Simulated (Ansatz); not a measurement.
A calculation with Ansatz (development build ahead of 0.2.0).

```yaml
crystal:
  periodic: [false, false, false]
  atoms:
    - { symbol: C, position_ang: [0.00025, -0.03633, -0.64148] }
    - { symbol: O, position_ang: [0.00689, -0.05861, 0.74614] }
    - { symbol: H, position_ang: [-0.00239, -1.07478, -1.01849] }
    - { symbol: H, position_ang: [-0.9048, 0.46572, -1.07653] }
    - { symbol: H, position_ang: [0.89354, 0.4751, -1.07175] }
    - { symbol: H, position_ang: [0.0059, 0.84048, 1.0793] }
basis:
  gaussian: { orbitals: def2-TZVP }
hamiltonian:
  xc: hf
correlation:
  method: mp2
  frozen_orbitals: { C: 1, H: 0, O: 1 }
```

The input is written out in the form of the current development build from the run's settings.

The run gave:

```json
{
 "Converged": "yes",
 "Reference energy": "-115.09087 hartree",
 "Correlation energy": "-0.41516 hartree",
 "Total energy": "-115.50603 hartree",
 "Spin squared of the determinant": "0.000"
}
```
